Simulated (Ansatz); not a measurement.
Reading a saddle point

A first-order saddle point of C₃H₇, doublet, PBE0-D4/def2-TZVP, with one imaginary mode of 1517i cm⁻¹:

```csv
atom,x (Å),y (Å),z (Å)
H1,-0.4907,0.0325,0.1711
C2,0.0690,-0.4641,-0.9718
C3,1.3744,-0.3855,-1.0913
C4,-0.9694,0.5198,1.2800
H5,-0.6440,-0.8798,-1.6760
H6,1.9932,0.0559,-0.3144
H7,1.8969,-0.7573,-1.9715
H8,-0.8507,1.5973,1.1985
H9,-0.3694,0.0779,2.0715
H10,-2.0093,0.2034,1.3040
```

Program: Ansatz 0.2.0. Basis: def2-TZVPP and def2-QZVPP. Cores are frozen in the correlated methods; orbitals are unrestricted. Extrapolation: Hartree–Fock as exp(−7.88 √X), correlation as X^−2.97.

**Question.** Which contacts change along the imaginary mode, and what lies on either side? (Judge from chemistry; the calculation decides.)

**Answer.** The calculation gives: The step is C₂H₄ (C=C) + CH₃ → C₂H₃ ([CH][CH2]) + CH₄, with the molecules in contact on both sides. Shortening one way: H1–C4; lengthening the same way: H1–C2.
| pair | one side (Å) | saddle (Å) | other side (Å) |
| --- | --- | --- | --- |
| H1–C4 | 3.04 | 1.30 | 1.09 |
| H1–C2 | 1.08 | 1.37 | 2.95 |

**Question.** Which side is lower, and how far does the saddle lie above each? (To be estimated.)

**Answer.** Computed: The side with H1–C2 short is lower by 6.46 kcal/mol; the saddle lies 20.29 kcal/mol above it and 13.83 kcal/mol above the other (CCSD(T) at an estimated basis limit (MP2 extrapolated from triple and quadruple zeta, plus CCSD(T) − MP2 in triple zeta); electronic energies).

The T1 diagnostic stays at or below 0.033. ⟨S²⟩ of the unrestricted Hartree–Fock references: 0.76 to 0.96 (a pure state has 0.75). The unrestricted reference is spin-contaminated, which hurts MP2 most.

Labels in which every atom is bracketed show which atoms are joined, not bond orders.

For scale, one of the runs: CCSD(T)/def2-TZVPP, 191 basis functions, launched by `ansatz run in.yaml --threads 4 --pin off --events-out ev --progress --plain --max-ram 9574MiB`. The run took 84 s on 4 CPU threads of a Oxide Virtual Turin-like (shared host), with 5.6 GiB of host memory at its peak.
